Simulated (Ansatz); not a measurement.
Input file for Ansatz (a quantum-chemistry and plane-wave program): U-PBE/cc-pVTZ on ethylamine (SMILES CCN), a point of a bond scan (R = 3.521 Å).

Ansatz 0.2 input:
```yaml
crystal:
  periodic: [false, false, false]
  atoms:
    - {symbol: C, position_ang: [1.18612906, 0.44302756, 0.02367077]}
    - {symbol: C, position_ang: [0.04500471, -0.55351665, -0.10923757]}
    - {symbol: N, position_ang: [-1.24594693, 0.13053905, -0.00235327]}
    - {symbol: H, position_ang: [2.15252555, -0.05152541, -0.09038783]}
    - {symbol: H, position_ang: [1.10043350, 1.22491245, -0.73222663]}
    - {symbol: H, position_ang: [1.17238740, 0.92208442, 1.00657057]}
    - {symbol: H, position_ang: [0.46747815, -3.12117751, 2.26311155]}
    - {symbol: H, position_ang: [0.08743463, -1.02649974, -1.09379181]}
    - {symbol: H, position_ang: [-2.01243122, -0.52425249, -0.10366542]}
    - {symbol: H, position_ang: [-1.34255151, 0.56035274, 0.91125319]}
basis:
  gaussian:
    orbitals: cc-pVTZ
hamiltonian:
  xc: {name: PBE}
magnetization: {spin_polarized: true, initial_magnetization: 0}
```

It printed:

```
Functional definition: PBE
[...]
integrals: 0.07 GiB planned
923 factors; their error is unknown
mean field: 0.80 GiB planned
mean field evaluation 1: about -3640.8697 eV, gradient 6.4e1 eV
mean field evaluation 2: about -3488.6986 eV, gradient 1.6e2 eV
mean field evaluation 4: about -3653.1366 eV, gradient 3.8e1 eV
mean field evaluation 8: about -3664.0101 eV, gradient 2.1e1 eV
mean field evaluation 16: about -3669.6058 eV, gradient 1.3e-5 eV
mean field evaluation 32: about -3621.6285 eV, gradient 9.3e1 eV
mean field -3670.28201462 eV, -134.8803762309 hartree, gradient 1.6e-5 eV, S^2 0.965245; 5 other end points of the search recorded, 0 dependent functions left out
reference -3670.28205676 eV, -134.8803777795 hartree; 13, 13 occupied and 175, 175 virtual orbitals, 923 factors
Total energy: -3670.28205676 eV, -134.8803777795 hartree
```

The run converged. Its determinant has ⟨S²⟩ = 0.97, a mixture of spin states.

Cost: about 10 core-seconds (a rough figure).
